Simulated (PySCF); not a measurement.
Ionisation energy of He by level of theory

He 1s2 (1S) → He⁺ 1s1 (2S), as a difference of total energies. All numbers are calculated (PySCF 2.14, the non-relativistic Hamiltonian (point nucleus), in def2-TZVP (3s1p, 6 functions)). Correlated levels: valence: nothing frozen. The calculations carry no spin-orbit coupling.

```tsv
method	ionisation energy (eV)	error (eV)
UHF	23.450	-1.137
MN15	24.875	+0.288
PBE	24.449	-0.138
MP2 (valence)	24.176	-0.411
SCS-MP2 (valence)	24.322	-0.265
CCSD (valence)	24.349	-0.238
```

Reference: 24.587 eV (measured; NIST Atomic Spectra Database, ionization energies).

Errors of the correlated levels include the incompleteness of this basis.

With two correlated electrons CCSD is exact in that space.
